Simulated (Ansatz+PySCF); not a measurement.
# singlet CO: levels of theory in one basis

```xyz
2

C     0.0000    0.0000   -0.8702
O     0.0000    0.0000    0.6527
```

Basis set: STO-3G (spherical functions). Left uncorrelated: 2 orbitals. Charge 0, multiplicity 1.

Computed with Ansatz (development build ahead of 0.2.0); each method stands on the lowest determinant of its kind that the runs found.

| method | E − E(RHF) (eV) | <S²> of the determinant |
| --- | --- | --- |
| RHF | 0.00 | 0.00 |
| UHF | -1.79 | 0.87 |
| RHF-MP2 | -6.13 | – |
| UHF-MP2 | -3.69 | 0.87 |
| UHF-CCSD | -5.95 | 0.87 |
| RHF-CCSD(T) | -6.42 | – |
| UHF-CCSD(T) | -6.22 | 0.87 |
| full CI (lowest root of this spin) | -6.41 | – |

**Question.** What does RHF-CCSD give on the same scale?

**Answer.** -5.46 eV.

At such a shape the full CI root can have another spatial symmetry than the determinants, so the rows needn't describe one state.

**Question.** Is a single determinant a sound starting point here?

**Answer.** It is doubtful. Unrestricted orbitals lower Hartree–Fock by 1.79 eV and <S²> is 0.87 where a pure state has 0.00, a sign of strong static correlation.

Caution for RHF, RHF-MP2, RHF-CCSD, RHF-CCSD(T): an unrestricted determinant lies well below. Caution for UHF, UHF-MP2, UHF-CCSD, UHF-CCSD(T): the unrestricted determinant is a mixture of spin states. Caution for RHF-MP2, RHF-CCSD, RHF-CCSD(T): large share of triples, a single reference is doubtful. Caution for UHF-MP2, UHF-CCSD, UHF-CCSD(T): large amplitudes, a single reference is doubtful; a plain start can end on a higher determinant. Caution for UHF-MP2, UHF-CCSD(T): another reference gives a lower total. Caution for UHF-CCSD, UHF-CCSD(T): the program doubts this total.
